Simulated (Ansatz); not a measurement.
AlH3Cl, that is [AlClH3]- with one electron fewer. Charge 0, multiplicity 2. Geometry PBE0-D4/def2-TZVPD, that of the charge -1 singlet; atoms count from 1.

```xyz
5

Al    0.008   -0.124   -0.100
Cl   -0.109    1.620    1.300
H    -0.369    0.425   -1.585
H    -1.065   -1.232    0.422
H     1.535   -0.689   -0.037
```

**Question.** Estimate the Mulliken populations from the PBE0/def2-TZVPD orbitals of Ansatz.

**Answer.** 
```csv
atom,charge (e),spin (α − β)
Al1,0.37,0.10
Cl2,-0.22,0.27
H3,0.04,0.39
H4,-0.09,0.12
H5,-0.09,0.12
```
Mulliken values and Mayer orders depend strongly on the basis. With diffuse functions, as here, like atoms can get unlike values, and bond orders can come out too low or too high.

**Question.** Where does the spin sit?

**Answer.** Summed by element: Al 0.10, Cl 0.27, H 0.63, of 1 unpaired in all. Largest on single atoms: H3 0.39, Cl2 0.27, H4 0.12.

**Question.** And the Mayer bond orders between bonded heavy atoms (over 0.3)?

**Answer.** Al1–Cl2 0.93 (2.24 Å).
